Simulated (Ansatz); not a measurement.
**C₅H₁₂S: a ladder of functionals and wavefunction methods**

One table from this session's results is given with a row withheld; the runs are named, their logs left out.

The runs use Ansatz 0.2.0, Gaussian basis; functionals in def2-TZVPP, the program's frozen cores in correlated methods.

Levels to be run: LDA (SPW92), PBE-D4, revPBE-D4, BLYP-D4, r2SCAN-D4, B97M-V, PBE0-D4, B3LYP-D4, r2SCANh-D4, r2SCAN0-D4, HSE06-D4, BHLYP-D4, CAM-B3LYP-D4, LC-ωPBE, ωB97X-V, ωB97M-V, B2PLYP, PBE-QIDH; CCSD(T)/def2-SVP; CCSD(T)/def2-TZVPP; MP2/def2-QZVPP; extrapolation to the limit; RPA on PBE.

## The relaxed structure

All runs share one geometry, relaxed beforehand with PBE0-D4 in a triple-zeta def2 set.

SMILES `CCCCCS`, 18 atoms, charge 0, spin multiplicity 1.

Atoms are counted from 1 here; the program's logs count them from 0.

Bond lengths: C1–C2 1.519 Å, C1–H7 1.094 Å, C1–H8 1.093 Å, C1–H9 1.092 Å, C2–C3 1.520 Å, C2–H10 1.097 Å, C2–H11 1.095 Å, C3–C4 1.521 Å, C3–H12 1.095 Å, C3–H13 1.096 Å, C4–C5 1.520 Å, C4–H14 1.096 Å, C4–H15 1.098 Å, C5–S6 1.814 Å, C5–H16 1.091 Å, C5–H17 1.093 Å, S6–H18 1.343 Å. Angles: C2–C1–H7 111.1°, C2–C1–H8 110.9°, C2–C1–H9 111.7°, H7–C1–H8 107.5°, H7–C1–H9 107.7°, H8–C1–H9 107.7°, C1–C2–C3 112.5°, C1–C2–H10 109.7°, C1–C2–H11 109.0°, C3–C2–H10 109.4°, C3–C2–H11 109.7°, H10–C2–H11 106.3°, C2–C3–C4 114.4°, C2–C3–H12 109.1°, C2–C3–H13 109.0°, C4–C3–H12 109.3°, C4–C3–H13 108.4°, H12–C3–H13 106.4° and more.

Set-up of the first run:

File in.yaml:

```yaml
crystal:
  periodic: [false, false, false]
  atoms:
    - {symbol: C, position_ang: [-0.997007, 2.375136, 0.023011]}
    - {symbol: C, position_ang: [-0.912147, 0.862594, 0.131281]}
    - {symbol: C, position_ang: [0.488643, 0.381765, 0.474597]}
    - {symbol: C, position_ang: [0.598993, -1.118311, 0.702340]}
    - {symbol: C, position_ang: [0.202491, -1.989992, -0.478697]}
    - {symbol: S, position_ang: [1.128654, -1.684544, -2.007874]}
    - {symbol: H, position_ang: [-0.717322, 2.853916, 0.965752]}
    - {symbol: H, position_ang: [-0.320232, 2.749981, -0.749768]}
    - {symbol: H, position_ang: [-2.006867, 2.704975, -0.231178]}
    - {symbol: H, position_ang: [-1.617130, 0.506000, 0.892426]}
    - {symbol: H, position_ang: [-1.233857, 0.418363, -0.816634]}
    - {symbol: H, position_ang: [1.175438, 0.677163, -0.325482]}
    - {symbol: H, position_ang: [0.830199, 0.894896, 1.380673]}
    - {symbol: H, position_ang: [1.625795, -1.365687, 0.993245]}
    - {symbol: H, position_ang: [-0.035794, -1.405565, 1.550608]}
    - {symbol: H, position_ang: [0.287212, -3.046950, -0.220821]}
    - {symbol: H, position_ang: [-0.838882, -1.817961, -0.760757]}
    - {symbol: H, position_ang: [2.341824, -1.995770, -1.522725]}
basis:
  gaussian: {orbitals: def2-TZVPP}
hamiltonian: {xc: lda}
output: {orbitals: {seedname: orbitals}}
```

The run is started by

```console
$ ansatz run in.yaml --threads 2 --pin off --events-out ev --progress --plain --max-ram 32768MiB --backend cuda --devices 0, --max-vram 18GiB
```

Among the steps run: LDA; PBE-D4 (GGA); revPBE-D4 (GGA); BLYP-D4 (GGA); r2SCAN-D4 (meta-GGA); B97M-V (meta-GGA); PBE0-D4 (hybrid); B3LYP-D4 (hybrid); r2SCANh-D4 (hybrid); r2SCAN0-D4 (hybrid); HSE06-D4 (hybrid); BHLYP-D4 (hybrid); CAM-B3LYP-D4 (range-separated); LC-ωPBE (range-separated); ωB97X-V (range-separated); ωB97M-V (range-separated); B2PLYP (double hybrid); PBE-QIDH (double hybrid).

One table of the session follows, with a row left open; its other results are not shown here.

It belongs to the step «Frontier levels by functional». 

| functional | HOMO (eV) | LUMO (eV) | gap (eV) |
| --- | --- | --- | --- |
| LDA (SPW92) | -5.61 | -0.55 | 5.06 |
| PBE-D4 | -5.49 | -0.36 | 5.13 |
| revPBE-D4 | -5.44 | -0.27 | 5.17 |
| BLYP-D4 | -5.34 | -0.30 | 5.04 |
| r2SCAN-D4 | -5.74 | 0.04 | 5.77 |
| B97M-V | -5.85 | -0.18 | 5.67 |
| PBE0-D4 | -6.73 | 0.56 | 7.29 |
| B3LYP-D4 | -6.49 | 0.27 | 6.76 |
| r2SCANh-D4 | -6.20 | 0.37 | 6.57 |
| r2SCAN0-D4 | -6.89 | 0.84 | 7.73 |
| HSE06-D4 | ? | ? | ? |
| BHLYP-D4 | -7.84 | 1.35 | 9.20 |
| CAM-B3LYP-D4 | -8.09 | 1.49 | 9.58 |
| LC-ωPBE | -9.51 | 2.77 | 12.28 |
| ωB97X-V | -9.14 | 2.56 | 11.70 |
| ωB97M-V | -8.98 | 2.23 | 11.22 |

Estimate the missing values for HSE06-D4.

**Answer.** HOMO (eV): -6.33; LUMO (eV): 0.18; gap (eV): 6.51. In the column «HOMO (eV)» it lies between B3LYP-D4 (-6.49) and r2SCANh-D4 (-6.20).
